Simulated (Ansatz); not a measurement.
# CH4OSi: the cost of one run

Program: Ansatz 0.2.0. Level of theory: RKS B3LYP-D4/6-31G*. These are calculated values, not measurements.

## (1) The starting structure

Bond lengths: C1–O2 1.379 Å, O2–Si3 1.633 Å, C1–H4 1.085 Å, C1–H5 1.086 Å, C1–H6 1.132 Å, Si3–H7 1.524 Å. Angles: C1–O2–Si3 117.1°, O2–C1–H4 109.5°, O2–C1–H5 116.0°, O2–C1–H6 113.4°, H4–C1–H5 103.5°, H4–C1–H6 102.4°, H5–C1–H6 110.6°, O2–Si3–H7 110.6°.

As a file:

```xyz
7

C    -0.5086    0.3650   -0.3765
O    -0.5671   -0.7822    0.3866
Si    0.7711   -1.1811    1.2330
H    -1.4643    0.5230   -0.8656
H     0.1994    0.3540   -1.1994
H    -0.3912    1.3086    0.2381
H     2.0218   -0.6554    0.5381
```

## (2) End point A

The input, input.yaml:

```yaml
crystal:
  periodic: [false, false, false]
  atoms:
    - { symbol: C, position_ang: [-0.5086, 0.365, -0.3765] }
    - { symbol: O, position_ang: [-0.5671, -0.7822, 0.3866] }
    - { symbol: Si, position_ang: [0.7711, -1.1811, 1.233] }
    - { symbol: H, position_ang: [-1.4643, 0.523, -0.8656] }
    - { symbol: H, position_ang: [0.1994, 0.354, -1.1994] }
    - { symbol: H, position_ang: [-0.3912, 1.3086, 0.2381] }
    - { symbol: H, position_ang: [2.0218, -0.6554, 0.5381] }
basis:
  gaussian: { orbitals: "6-31G*" }
hamiltonian:
  xc: b3lyp
  dispersion: d4
relax:
  f_tol: 0.02
  max_steps: 50
```

On the command line:

```sh
$ ansatz run input.yaml --threads 1 --pin off --max-ram 2048MiB --backend cpu --events-out ev --progress --plain --runs-dir out
```

Q: Estimate wall time and peak memory on 1 thread of Arm Neoverse V2, shared host.

About 15 s, with a peak of 0.12 GiB.
